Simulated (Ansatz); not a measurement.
# C₅H₁₀S: up Jacob's ladder to CCSD(T)

An exercise on one series of results from a longer session: the logs are not shown, and one member is left open.

Program: Ansatz 0.2.0, Gaussian basis. Level of theory: functionals in def2-TZVPP, the program's frozen cores in correlated methods. These are calculated values, not measurements.

Plan: LDA (SPW92), PBE-D4, revPBE-D4, BLYP-D4, r2SCAN-D4, B97M-V, PBE0-D4, B3LYP-D4, r2SCANh-D4, r2SCAN0-D4, HSE06-D4, BHLYP-D4, CAM-B3LYP-D4, LC-ωPBE, ωB97X-V, ωB97M-V, B2PLYP, PBE-QIDH; CCSD(T)/def2-SVP; CCSD(T)/def2-TZVPP; MP2/def2-QZVPP; extrapolation to the limit; RPA on PBE.

## The relaxed structure

An earlier PBE0-D4 in a triple-zeta def2 set relaxation fixed the geometry.

SMILES `SC1CCCC1`, 16 atoms, charge 0, spin multiplicity 1.

Atoms are counted from 1 here; the program's logs count them from 0.

Bond lengths: S1–C2 1.806 Å, S1–H7 1.344 Å, C2–C3 1.523 Å, C2–C6 1.524 Å, C2–H8 1.097 Å, C3–C4 1.531 Å, C3–H9 1.095 Å, C3–H10 1.091 Å, C4–C5 1.549 Å, C4–H11 1.091 Å, C4–H12 1.093 Å, C5–C6 1.533 Å, C5–H13 1.092 Å, C5–H14 1.091 Å, C6–H15 1.091 Å, C6–H16 1.095 Å. Angles: C2–S1–H7 96.4°, S1–C2–C3 116.0°, S1–C2–C6 115.9°, S1–C2–H8 103.3°, C3–C2–C6 103.0°, C3–C2–H8 109.2°, C6–C2–H8 109.3°, C2–C3–C4 103.7°, C2–C3–H9 108.6°, C2–C3–H10 112.8°, C4–C3–H9 110.6°, C4–C3–H10 113.8°, H9–C3–H10 107.3°, C3–C4–C5 105.8°, C3–C4–H11 111.8°, C3–C4–H12 110.1°, C5–C4–H11 112.3°, C5–C4–H12 110.2° and more.

Set-up of the first run:

Contents of in.yaml:

```yaml
crystal:
  periodic: [false, false, false]
  atoms:
    - {symbol: S, position_ang: [0.171762, 1.124013, 2.523281]}
    - {symbol: C, position_ang: [-0.014156, 0.042754, 1.088483]}
    - {symbol: C, position_ang: [1.198514, -0.066179, 0.172768]}
    - {symbol: C, position_ang: [0.654829, -0.787790, -1.063519]}
    - {symbol: C, position_ang: [-0.858047, -0.458415, -1.112131]}
    - {symbol: C, position_ang: [-1.140389, 0.400960, 0.126088]}
    - {symbol: H, position_ang: [0.408597, 2.251201, 1.830544]}
    - {symbol: H, position_ang: [-0.217494, -0.937614, 1.535720]}
    - {symbol: H, position_ang: [1.532887, 0.944032, -0.086579]}
    - {symbol: H, position_ang: [2.040330, -0.575076, 0.644278]}
    - {symbol: H, position_ang: [1.174831, -0.482351, -1.973067]}
    - {symbol: H, position_ang: [0.803315, -1.865800, -0.965713]}
    - {symbol: H, position_ang: [-1.447516, -1.377467, -1.082068]}
    - {symbol: H, position_ang: [-1.136540, 0.060091, -2.031168]}
    - {symbol: H, position_ang: [-2.129644, 0.239430, 0.556392]}
    - {symbol: H, position_ang: [-1.064178, 1.465410, -0.119108]}
basis:
  gaussian: {orbitals: def2-TZVPP}
hamiltonian: {xc: lda}
output: {orbitals: {seedname: orbitals}}
```

The run is started by

```
ansatz run in.yaml --threads 2 --pin off --events-out ev --progress --plain --max-ram 32768MiB --backend cuda --devices 0, --max-vram 18GiB
```

Steps of the session up to this table: LDA; PBE-D4 (GGA); revPBE-D4 (GGA); BLYP-D4 (GGA); r2SCAN-D4 (meta-GGA); B97M-V (meta-GGA); PBE0-D4 (hybrid); B3LYP-D4 (hybrid); r2SCANh-D4 (hybrid); r2SCAN0-D4 (hybrid); HSE06-D4 (hybrid); BHLYP-D4 (hybrid); CAM-B3LYP-D4 (range-separated); LC-ωPBE (range-separated); ωB97X-V (range-separated); ωB97M-V (range-separated); B2PLYP (double hybrid); PBE-QIDH (double hybrid).

One table of the session follows, with a row left open; its other results are not shown here.

It belongs to the step «Orbital energies across the functionals». 

```
  functional  HOMO (eV)  LUMO (eV)  gap (eV)
 LDA (SPW92)      -5.53      -0.61      4.91
      PBE-D4      -5.40      -0.41      4.99
   revPBE-D4      -5.35      -0.31      5.03
     BLYP-D4      -5.25      -0.34      4.91
   r2SCAN-D4      -5.65      -0.03      5.62
      B97M-V      -5.77      -0.24      5.53
     PBE0-D4      -6.63       0.50      7.13
    B3LYP-D4      -6.40       0.22      6.62
  r2SCANh-D4          ?          ?         ?
  r2SCAN0-D4      -6.79       0.77      7.56
    HSE06-D4      -6.23       0.13      6.35
    BHLYP-D4      -7.73       1.30      9.04
CAM-B3LYP-D4      -7.99       1.43      9.42
     LC-ωPBE      -9.39       2.71     12.10
     ωB97X-V      -9.03       2.50     11.53
     ωB97M-V      -8.87       2.18     11.05
```

Estimate the missing values for r2SCANh-D4.

Worked estimate for «HOMO (eV)». Against the share of exact exchange, r2SCAN-D4 (0, -5.65), r2SCAN0-D4 (0.25, -6.79) give a slope of -4.56 per unit share; at 0.1 the line stands at -6.11.

**Answer.** HOMO (eV): -6.10; LUMO (eV): 0.30; gap (eV): 6.41. In «HOMO (eV)» the line misses by -0.01.
